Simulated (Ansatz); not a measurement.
# CH2+ (doublet): the correlation ladder, def2-QZVPP

An exercise on one series of results from a longer session: the logs are not shown, and one member is left open.

Computed with Ansatz 0.2.0, Gaussian basis. Level: def2-QZVPP, core rule «outside noble gas», up to 1 orbitals frozen.

To be run: UHF; ROHF; CCSD(T) on UHF.

2 further runs of the same task are left out: 2 set aside as unsound or not needed.

### The system

The geometry is a PBE0/def2-TZVP stationary point (not a proven minimum) of the parent state, kept for this charge and spin.

3 atoms, charge 1, spin multiplicity 2.

Atoms are counted from 1 here; the program's logs count them from 0.

Bond lengths: C1–H2 1.113 Å, C1–H3 1.113 Å. Angles: H2–C1–H3 101.6°.

Set-up of the first run:

in.yaml reads:

```yaml
crystal:
  periodic: [false, false, false]
  atoms:
    - {symbol: C, position_ang: [0.000000, -0.101062, 0.000000]}
    - {symbol: H, position_ang: [0.000000, 0.602132, -0.862093]}
    - {symbol: H, position_ang: [0.000000, 0.602132, 0.862093]}
basis:
  gaussian: {orbitals: "def2-QZVPP.json"}
total_charge: 1
magnetization: {spin_polarized: true, initial_magnetization: 1}
hamiltonian: {xc: hf}
output: {orbitals: {seedname: orbitals}}
```

Launch:

```console
ansatz run in.yaml --threads 1 --pin off --events-out ev --progress --plain --max-ram 2393MiB
```

Among the steps run: UHF; ROHF; CCSD(T) on UHF.

One of the session's tables, all rows but one given; the rest of the session is left out.

| method | from UCCSD(T) (meV) |
| --- | --- |
| ROHF | +3437.8 |
| UHF | +3381.4 |
| UMP2 | +582.5 |
| UCCSD | ? |
| UCCSD(T) | 0 |

Q: Estimate the row for UCCSD from the others.

The run gave: from UCCSD(T) (meV): +69.6. In the column «from UCCSD(T) (meV)» it lies between UCCSD(T) (0) and UMP2 (+582.5).
